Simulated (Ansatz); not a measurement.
Ansatz (a program for electronic structure) input:

Ansatz 0.2 input:
```yaml
crystal:
  periodic: [false, false, false]
  atoms:
    - {symbol: C, position_ang: [0.68557570, 0.01996936, -0.04302839]}
    - {symbol: O, position_ang: [-0.67114813, -0.11794294, 0.00291587]}
    - {symbol: H, position_ang: [-1.09096757, 0.74480543, -0.08162056]}
    - {symbol: H, position_ang: [1.12524882, 0.98016746, 0.19378078]}
    - {symbol: H, position_ang: [1.22144963, -0.90124554, 0.12268310]}
basis:
  gaussian:
    orbitals: def2-TZVPD
hamiltonian:
  xc: {name: PBE-QIDH}
magnetization: {spin_polarized: true, initial_magnetization: 1}
correlation: {electrons: outside_noble_gas}
```

Question: Which total energy does the run end on?

Answer: -114.95975 Eh (PBE-QIDH/def2-TZVPD). The basis has 104 functions.

It need not be the lowest isomer of its formula.
